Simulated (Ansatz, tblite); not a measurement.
# The cluster Ti₂N₂: rung by rung

Aim: run the singlet of the cluster Ti₂N₂ at one geometry on many levels, and compare frontier levels, spin and run time.

Method: as each input shows; program: Ansatz 0.2.0, Gaussian basis.

Plan: GFN1-xTB, GFN2-xTB, PBE-D4/def2-TZVP, r2SCAN-D4/def2-TZVP, B3LYP-D4/def2-TZVP, CAM-B3LYP-D4/def2-TZVP, ωB97M-V/def2-TZVP, r2SCAN0-D4/def2-TZVP, HF/def2-TZVP, PBE+5HF/def2-TZVP, PBE+10HF/def2-TZVP, PBE+15HF/def2-TZVP, PBE+35HF/def2-TZVP, PBE+50HF/def2-TZVP, PBE-D4/def2-SVP, PBE0-D4/def2-SVP, HF/STO-3G, HF/6-31G, B3LYP-D4/6-31G, PBE0-D4/def2-TZVPD, PBE-D4/def2-TZVPD, r2SCAN-D4/def2-TZVPD, CCSD(T)/def2-TZVPP, MP2/def2-TZVP, RPA/def2-TZVP.

1 further run of the same task is left out (set aside as unsound or not needed).

### 1 The geometry

The singlet was relaxed beforehand with r2SCAN-D4/def2-SVP. At that level it is the lowest of the isomers that a small search found.

4 atoms, charge 0, spin multiplicity 1.

Bond lengths: Ti1–N3 1.766 Å, Ti1–N4 1.766 Å, Ti2–N3 1.766 Å, Ti2–N4 1.766 Å. Angles: N3–Ti1–N4 89.5°, N3–Ti2–N4 89.5°, Ti1–N3–Ti2 90.5°, Ti1–N4–Ti2 90.5°.

No spin-orbit coupling is included.

PBE0-D4/def2-TZVP was run before; its log isn't repeated, and its numbers join the tables.

### 2 GFN1-xTB

Tight binding, by tblite at 300 K electronic temperature and without a spin-polarisation term:

```python
tblite.interface.Calculator('GFN1-xTB', numbers, positions, charge=0, uhf=0).singlepoint()
```

Energy -237.9007 eV, HOMO -9.87 eV, LUMO -9.77 eV; 0.003 s.

### 3 GFN2-xTB

Tight binding, by tblite at 300 K electronic temperature and without a spin-polarisation term:

```python
tblite.interface.Calculator('GFN2-xTB', numbers, positions, charge=0, uhf=0).singlepoint()
```

Energy -238.5709 eV, HOMO -7.64 eV, LUMO -7.39 eV; 0.003 s.

### 4 PBE-D4/def2-TZVP

start.molden holds the orbitals of an earlier run on this state, given as this run's starting guess.

The input, in.yaml:

```yaml
crystal:
  periodic: [false, false, false]
  atoms:
    - {symbol: Ti, position_ang: [2.423678, -1.757488, -1.148999]}
    - {symbol: Ti, position_ang: [0.655286, -0.079260, -0.561072]}
    - {symbol: N, position_ang: [0.662745, -1.699474, -1.262461]}
    - {symbol: N, position_ang: [2.417491, -0.129777, -0.465168]}
basis:
  gaussian: {orbitals: def2-TZVP, initial_orbitals: start.molden}
hamiltonian: {xc: pbe, dispersion: d4}
scf: {omitted_lower_state_checks: [starts]}
output: {orbitals: {seedname: orbitals}}
```

Launch:

```bash
$ ansatz run in.yaml --threads 4 --pin off --events-out ev --progress --plain --max-ram 3916MiB
```

After this run come: r2SCAN-D4/def2-TZVP; B3LYP-D4/def2-TZVP; CAM-B3LYP-D4/def2-TZVP; ωB97M-V/def2-TZVP; r2SCAN0-D4/def2-TZVP; HF/def2-TZVP; PBE+5HF/def2-TZVP; PBE+10HF/def2-TZVP; PBE+15HF/def2-TZVP; PBE+35HF/def2-TZVP; PBE+50HF/def2-TZVP; PBE-D4/def2-SVP; PBE0-D4/def2-SVP; HF/STO-3G; HF/6-31G; B3LYP-D4/6-31G; PBE0-D4/def2-TZVPD; PBE-D4/def2-TZVPD; r2SCAN-D4/def2-TZVPD; CCSD(T)/def2-TZVPP; MP2/def2-TZVP; RPA/def2-TZVP.

Q: Predict the results of all the runs planned. Wanted: gap in def2-TZVP, named functionals and Hartree-Fock, smallest and largest; gap over the share of exact exchange; correlation energy, CCSD(T)/def2-TZVPP; correlation energy, MP2/def2-TZVP; binding an atom, functionals in def2-TZVP; PBE0 total energy, smallest basis above largest.

As calculated:

| quantity | value |
| --- | --- |
| gap in def2-TZVP, named functionals and Hartree-Fock, smallest and largest | 0.67 eV (PBE-D4), 4.58 eV (ωB97M-V) |
| gap over the share of exact exchange | 0.67 eV at 0, 2.71 eV at 0.5 |
| correlation energy, CCSD(T)/def2-TZVPP | -38.78 eV |
| correlation energy, MP2/def2-TZVP | -35.51 eV |
| binding an atom, functionals in def2-TZVP | 3.39 (r2SCAN0-D4) to 3.81 eV (B3LYP-D4) |
| PBE0 total energy, smallest basis above largest | 9.61 eV (def2-SVP, def2-TZVPD) |

What this shows: Over the named functionals and Hartree-Fock in def2-TZVP the gap runs from 0.67 eV (PBE-D4) to 4.58 eV (ωB97M-V); exact exchange widens it. Raising the share of exact exchange from 0 to 0.5 moves the HOMO by -1.19 eV and the LUMO by +0.85 eV. Notes on CCSD(T)/def2-TZVPP: large T1 diagnostic, state flagged by the program.
